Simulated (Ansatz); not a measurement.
A nudged elastic band was laid between two geometries of H5OPSi (8 atoms, charge 0, multiplicity 1).

All numbers below come from RKS BHLYP-D4/def2-SVP in Ansatz.

| Quantity | Value |
| --- | --- |
| movable images | 5 |
| climbing image | yes |
| spring | 20.0 eV/Å² |
| optimiser | quadratic models (default) |
| start path | through a guess of the saddle point |
| force threshold | 0.05 eV/Å |
| iteration limit | 60 |
| end points | relaxed |

First end point:

```xyz
8
Properties=species:S:1:pos:R:3
O -1.120 0.258 -1.458
P -0.426 1.128 -0.209
Si 0.557 -0.622 0.841
H -1.985 0.609 -1.661
H 0.774 1.553 -0.842
H 1.499 -0.077 1.849
H 1.286 -1.497 -0.104
H -0.492 -1.409 1.527
```

Last end point:

```xyz
8
Properties=species:S:1:pos:R:3
O -1.029 -0.187 -1.982
P -0.482 0.600 -0.846
Si 0.478 -0.673 0.773
H -1.387 1.433 -0.140
H 0.503 1.576 -1.148
H 1.000 0.207 1.844
H 1.573 -1.437 0.143
H -0.563 -1.577 1.300
```

Task: What changes between the two ends?

Result: Bonds broken: O1–H4. Bonds formed: P2–H4.

Task: Give the energies along the band, and the barrier.

Result: It converged. The highest image is number 3 of 0 to 6, 76.7 kcal/mol above the first end and 64.6 kcal/mol above the last; the last end lies 12.1 kcal/mol above the first. Neighbouring images differ by up to 2.3 eV, so the band resolves the path poorly. Another band between the same ends (5 images) ends at a top of the same energy, where a vibrational analysis finds 1 clearly imaginary mode. The orbitals stay closed-shell, which can raise the energy where a bond breaks towards radicals; this wasn't checked here.

```json
{"image": "0", "path coordinate (Å)": "0.00", "energy (kcal/mol)": "0.0", "O1–H4 (Å)": "0.95", "P2–H4 (Å)": "2.19"}
{"image": "1", "path coordinate (Å)": "0.49", "energy (kcal/mol)": "1.0", "O1–H4 (Å)": "0.95", "P2–H4 (Å)": "2.13"}
{"image": "2", "path coordinate (Å)": "0.98", "energy (kcal/mol)": "23.0", "O1–H4 (Å)": "1.00", "P2–H4 (Å)": "1.75"}
{"image": "3", "path coordinate (Å)": "1.47", "energy (kcal/mol)": "76.7", "O1–H4 (Å)": "1.47", "P2–H4 (Å)": "1.44"}
{"image": "4", "path coordinate (Å)": "1.95", "energy (kcal/mol)": "36.2", "O1–H4 (Å)": "2.00", "P2–H4 (Å)": "1.40"}
{"image": "5", "path coordinate (Å)": "2.44", "energy (kcal/mol)": "13.4", "O1–H4 (Å)": "2.42", "P2–H4 (Å)": "1.42"}
{"image": "6", "path coordinate (Å)": "2.93", "energy (kcal/mol)": "12.1", "O1–H4 (Å)": "2.48", "P2–H4 (Å)": "1.42"}
```

Task: What is the geometry of the highest image?

Result: 
```xyz
8
Properties=species:S:1:pos:R:3
O -1.104 0.089 -1.834
P -0.424 0.797 -0.581
Si 0.547 -0.682 0.841
H -1.797 1.042 -0.957
H 0.653 1.663 -0.909
H 1.230 0.066 1.921
H 1.511 -1.500 0.071
H -0.526 -1.532 1.394
```

Run time: 2.6 min on 1 thread of Arm Neoverse V2, on a shared host, peak memory 0.16 GiB.
